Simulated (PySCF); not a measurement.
## How well do the runs reproduce experiment for fluoroacetylene?

**Measured values to compare with.**

NIST CCCBDB Release 22 (SRD 101), experimental dipoles lists, for the gas: dipole moment (microwave Stark effect) 0.73 D.

The results are set against them at the end.

Compound: fluoroacetylene, C₂HF.
SMILES with atom numbers: `[CH:1]#[C:2][F:3]` (hydrogens: H4 on C1)

Geometry (PBE0-D3(BJ)/def2-SVP, Å), atoms numbered from 1 in this order:
```xyz
4
C2HF angstrom
C     -0.612    0.000    0.005
C      0.519    0.000   -0.407
F      1.712    0.000   -0.843
H     -1.619    0.000    0.373
```

Runs made with PySCF (gas phase, on this PBE0-D3(BJ)/def2-SVP geometry; no spin–orbit coupling):

```json
{"level": "PBE0-D3(BJ)/def2-SVP, grid level 1", "job": "geometry optimisation from an MMFF94s start", "basis functions": "47"}
{"level": "PBE0/pcSseg-1", "job": "shieldings, charges and field gradients, density and orbital grids written", "basis functions": "56"}
{"level": "B3LYP/pcJ-1", "job": "spin–spin couplings from 4 perturbed nuclei", "basis functions": "91"}
```

**Comparison with experiment**

**Dipole moment.** Measured: 0.73 D (NIST CCCBDB Release 22 (SRD 101), experimental dipoles).

```csv
level,computed (D),computed − measured (D),% (from the printed values)
PBE0-D3(BJ)/def2-SVP,0.52,-0.21,-29
PBE0/pcSseg-1,0.59,-0.14,-19
B3LYP/pcJ-1,0.61,-0.12,-16
```

Closest is B3LYP/pcJ-1 (-0.12 D), furthest PBE0-D3(BJ)/def2-SVP (-0.21 D); one molecule doesn't rank methods. All 3 levels lie below the measurement. The computed dipoles belong to one fixed geometry; measured ones are averaged over vibrations unless marked μe. Magnitudes are compared, not signs.

No measured geometry was used, and the causes of the misses weren't examined.
